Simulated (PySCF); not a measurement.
C₃H₅N₃.
SMILES: `Cn1ccnn1`

Computed with PySCF, PBE0-D3(BJ)/def2-SVP geometry optimisation, gas phase.

Take the most abundant isotopes and a rigid rotor. 

Question: What are A, B and C (MHz)?

Answer: Ia = 52.96, Ib = 132.95, Ic = 182.66 u·Å²; 505379 MHz·u·Å²/I gives A = 9542, B = 3801, C = 2767 MHz.

Question: What kind of rotor is it?

Answer: An asymmetric top; Ray's κ = -0.695.

Question: What does the inertial defect say?

Answer: Not planar: Δ = Ic − Ia − Ib = -3.25 u·Å². For a rigid frame Δ = −2 Σ m c², so Σ m c² = 1.62 u·Å² lies off the ab plane, practically all of it from hydrogen. The atom farthest from that plane is 0.93 Å away.

Question: Give the other two planar moments, Paa and Pbb, and the rms extents of the mass along the axes.

Answer: Paa = Σ m a² = (Ib + Ic − Ia)/2 = 131.33 and Pbb = Σ m b² = (Ia + Ic − Ib)/2 = 51.34 u·Å². With the mass M = 83.05 u, the rms extents √(P/M) along a, b and c are 1.26, 0.79, 0.14 Å.

Question: Give the coordinates in the principal-axis frame, origin at the centre of mass.

Answer: The sense of each axis is arbitrary; atoms in the order of the calculation.
```
atom  mass (u)   a (Å)   b (Å)   c (Å)
  C1    12.000  -2.076  -0.007  -0.003
  N2    14.003  -0.638   0.060   0.003
  C3    12.000   0.165   1.148   0.001
  C4    12.000   1.436   0.617  -0.002
  N5    14.003   1.331  -0.734  -0.001
  N6    14.003   0.084  -1.061   0.001
  H7     1.008  -2.494   0.538   0.856
  H8     1.008  -2.485   0.410  -0.934
  H9     1.008  -2.349  -1.066   0.070
 H10     1.008  -0.218   2.165   0.002
 H11     1.008   2.400   1.121  -0.003
```

Question: Where do the levels up to J = 2 lie, in MHz?

Answer: Above 0(0,0):
J = 1: 1(0,1) 6568, 1(1,1) 12309, 1(1,0) 13344
J = 2: 2(0,2) 19576, 2(1,2) 24411, 2(1,1) 27514, 2(2,1) 44738, 2(2,0) 44866

Question: Predict some low-J microwave lines.

Answer: The dipole components are |μa| = 3.08 D, |μb| = 3.45 D, |μc| = 0.00 D. The squared components, which scale the intensities, stand as 0.80 : 1.00 : 0.00 (a : b : c). Some lines, for components of 0.1 D or more:

```
type  branch         J(Ka,Kc)    MHz  lower level (cm⁻¹)
   a       Q  1(1,0) ← 1(1,1)   1035               0.411
   b       R  3(1,2) ← 2(2,1)   3947               1.492
   b       R  1(1,1) ← 0(0,0)  12309               0.000
   a       R  2(0,2) ← 1(0,1)  13008               0.219
   b       Q  3(2,1) ← 3(1,2)  16383               1.624
   b       R  2(1,2) ← 1(0,1)  17843               0.219
   a       R  3(1,3) ← 2(1,2)  18077               0.814
   a       R  3(0,3) ← 2(0,2)  19206               0.653
   a       R  3(2,2) ← 2(2,1)  19704               1.492
   a       R  3(1,2) ← 2(1,1)  21171               0.918
   b       Q  3(3,0) ← 3(2,1)  30752               2.170
```

Whether it is a minimum is left open (no frequencies). These are rigid-rotor constants of the computed structure; measured ground-state constants (B0) also hold zero-point vibration. A rigid rotor knows nothing of internal rotation, which can split or shift real lines. Quadrupole hyperfine structure (14N) is left out.
